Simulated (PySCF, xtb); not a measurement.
diphosphorus (P₂), SMILES P#P.

Harmonic wavenumbers (cm⁻¹) from GFN2-xTB (xtb) at its own minimum, in rising order: 909.

Task: What does PBE-D3(BJ)/def2-TZVPD (PySCF 2.14.0) give at its own minimum? (Estimate from the structure and the level; the computed values follow.)

Result: 784. Paired by order, the mean absolute difference is 125 cm⁻¹ and the zero-point energies are 1.3 and 1.1 kcal/mol.
